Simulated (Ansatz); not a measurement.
# the pair HS2···H at 6 levels

We compute a comparison of 6 runs (B3LYP/STO-3G, CAM-B3LYP/STO-3G, UPBE0/STO-3G, wB97M-V/STO-3G, wB97X/STO-3G, BCCD(T)/STO-3G) of the pair HS2···H. 

Program for the calculation: Ansatz 0.2.0.

29 further runs of the same task are left out: 29 set aside as unsound or not needed.

**1. The system as given**

H2S2 has 4 atoms, charge 0, and is taken as a singlet. The H4–S2 distance was set to 2.680 Å, away from the relaxed value.

Bond lengths: S1–S2 2.045 Å, S1–H3 1.340 Å. Angles: S2–S1–H3 98.1°.

**2. A single-point energy at B3LYP/STO-3G (run 1)**

Input file job.yaml:

```yaml
crystal:
  periodic: [false, false, false]
  atoms:
    - {symbol: S, position_ang: [-0.992898, 0.333517, -1.766247]}
    - {symbol: S, position_ang: [-0.988028, 1.562847, -0.131627]}
    - {symbol: H, position_ang: [0.141362, 0.767487, -2.332037]}
    - {symbol: H, position_ang: [0.143010, -0.127830, 1.612990]}
basis:
  gaussian: {orbitals: STO-3G}
hamiltonian: {xc: {name: B3LYP}}
accuracy: high
```

On the command line:

```sh
$ ansatz run job.yaml --threads 1 --pin off --max-ram 2610MiB --events-out events.jsonl --progress --plain --runs-dir runs
```

Log:

```text
Warning: RAYON_NUM_THREADS=1 ignored (pool sized by the plan → 1); use --threads N
Functional definition: B3LYP
  name "B3LYP"
  parameter a0 = 0.2
  parameter ax = 0.72
  parameter ac = 0.81
  exchange = (1 - a0 - ax)*slater_x + ax*b88_x + a0*exact_x
  correlation = (1 - ac)*vwn_rpa_c + ac*lyp_c
341 factors; integrals over basis functions are off by at most 1.4e-8 eV
mean field evaluation 1: about -21451.2041 eV, gradient 2.3e1 eV
mean field evaluation 2: about -21445.8287 eV, gradient 2.0e1 eV
mean field evaluation 4: about -21456.2680 eV, gradient 1.3e1 eV
mean field evaluation 8: about -21456.2568 eV, gradient 1.3e1 eV
mean field evaluation 16: about -21457.5675 eV, gradient 4.6e-9 eV
mean field -21457.56752927 eV, -788.5510622389 hartree, gradient 5.1e-9 eV, S^2 0.000000; 0 other end points of the search recorded, 0 dependent functions left out
reference -21457.56755590 eV, -788.5510632176 hartree; 17, 17 occupied and 3, 3 virtual orbitals, 341 factors
Total energy: -21457.56755590 eV, -788.5510632176 hartree
```

Run time: 1.2 s. Hardware: 1 thread of Arm Neoverse V1, shared host.

**3. The energy at CAM-B3LYP/STO-3G (run 2)**

Input file in.yaml:

```yaml
crystal:
  periodic: [false, false, false]
  atoms:
    - {symbol: S, position_ang: [-0.992898, 0.333517, -1.766247]}
    - {symbol: S, position_ang: [-0.988028, 1.562847, -0.131627]}
    - {symbol: H, position_ang: [0.141362, 0.767487, -2.332037]}
    - {symbol: H, position_ang: [0.143010, -0.127830, 1.612990]}
basis:
  gaussian: {orbitals: STO-3G}
hamiltonian: {xc: {name: CAM-B3LYP}}
accuracy: high
```

On the command line:

```sh
$ ansatz run in.yaml --threads 1 --pin off --max-ram 2610MiB --events-out events.jsonl --progress --plain --runs-dir runs
```

Log:

```text
Warning: RAYON_NUM_THREADS=1 ignored (pool sized by the plan → 1); use --threads N
Functional definition: CAM-B3LYP
  name "CAM-B3LYP"
  parameter alpha = 0.19
  parameter beta = 0.46
  parameter omega = 0.33/bohr
  parameter ac = 0.81
  exchange = (1 - alpha - beta)*b88_x + beta*b88_x_sr(omega) + alpha*exact_x + beta*exact_x_lr(omega)
  correlation = (1 - ac)*vwn5_c + ac*lyp_c
341 factors; integrals over basis functions are off by at most 1.4e-8 eV
136 factors; integrals over basis functions are off by at most 1.3e-9 eV
mean field evaluation 1: about -21451.5202 eV, gradient 2.1e1 eV
mean field evaluation 2: about -21447.8925 eV, gradient 2.0e1 eV
mean field evaluation 4: about -21455.7142 eV, gradient 6.3e0 eV
mean field evaluation 8: about -21455.9885 eV, gradient 1.0e0 eV
mean field evaluation 16: about -21455.9817 eV, gradient 8.1e-5 eV
mean field -21455.98166008 eV, -788.4927826213 hartree, gradient 3.7e-8 eV, S^2 0.000000; 0 other end points of the search recorded, 0 dependent functions left out
reference -21455.98167305 eV, -788.4927830978 hartree; 17, 17 occupied and 3, 3 virtual orbitals, 341 factors
Total energy: -21455.98167305 eV, -788.4927830978 hartree
```

Run time: 1.1 s. Hardware: 1 thread of Arm Neoverse V1, shared host; peak memory 0.092 GiB.

Runs 3 to 5 aren't shown in full; the table further down has their settings and results.

**4. The energy at BCCD(T)/STO-3G (run 6)**

Input file input.yaml:

```yaml
crystal:
  periodic: [false, false, false]
  atoms:
    - {symbol: S, position_ang: [-0.992898, 0.333517, -1.766247]}
    - {symbol: S, position_ang: [-0.988028, 1.562847, -0.131627]}
    - {symbol: H, position_ang: [0.141362, 0.767487, -2.332037]}
    - {symbol: H, position_ang: [0.143010, -0.127830, 1.612990]}
basis:
  gaussian:
    orbitals: STO-3G
correlation:
  method: bccd_t
  frozen_orbitals: {H: 0, S: 5}
accuracy: high
scf:
  omitted_lower_state_checks: [cluster_reference, increment]
```

On the command line:

```sh
$ ansatz run input.yaml --threads 1 --pin off --max-ram 2610MiB --events-out events.jsonl --progress --plain --runs-dir runs
```

Log:

```text
Warning: RAYON_NUM_THREADS=1 ignored (pool sized by the plan → 1); use --threads N
[... 12 lines left out ...]
10 core orbitals not correlated: weight in the atoms' cores, before any rotation towards them, 1.000 or more for the frozen orbitals, at most 0.000 for the correlated occupied ones
[... 39 lines left out ...]
WARN: these amplitudes may be one of several solutions (largest doubles amplitude 0.64, level shift 8.71 eV)
Total energy: -21427.14039711 eV, -787.4328857564 hartree
Checks for a lower state left out: cluster_reference, increment
```

It took 0.24 s on 1 thread of Arm Neoverse V1, shared host.

**5. Overview of the runs**

| run | level | frozen core orbitals | energy (Eh) | wall time |
| --- | --- | --- | --- | --- |
| 1 | B3LYP/STO-3G | – | -788.551063 | 1.2 s |
| 2 | CAM-B3LYP/STO-3G | – | -788.492783 | 1.1 s |
| 3 | UPBE0/STO-3G | – | -788.326965 | 4.5 s |
| 4 | wB97M-V/STO-3G | – | -788.594215 | 17 s |
| 5 | wB97X/STO-3G | – | -788.516381 | 4.5 s |
| 6 | BCCD(T)/STO-3G | 10 | -787.432886 | 0.24 s |

**6. Summary of results**

| quantity | value |
| --- | --- |
| run 6: total energy | -787.43289 Eh |
| run 6: correlation energy (10 core orbitals frozen) | -211.4 mEh |
| run 6: (T) correction | -4.88 mEh |

In words: Totals of different functionals can't be ranked against each other. In run 6 the log says that unrestricted orbitals would lower the reference, so the values rest on an unstable closed-shell determinant (other closed-shell runs at this shape may share the fault). In runs 1, 2, 3, 4, 5, 6 the basis is minimal, so the values are rough. In runs 1, 2, 4, 5 a closed-shell determinant meets a far-stretched bond, which it describes badly. Spin contamination of the reference: run 3 ⟨S²⟩ = 0.93. Where it is this large, the reference is a mixture of spin states, and values that rest on it are in doubt. All runs together took 28 s, the longest 17 s.
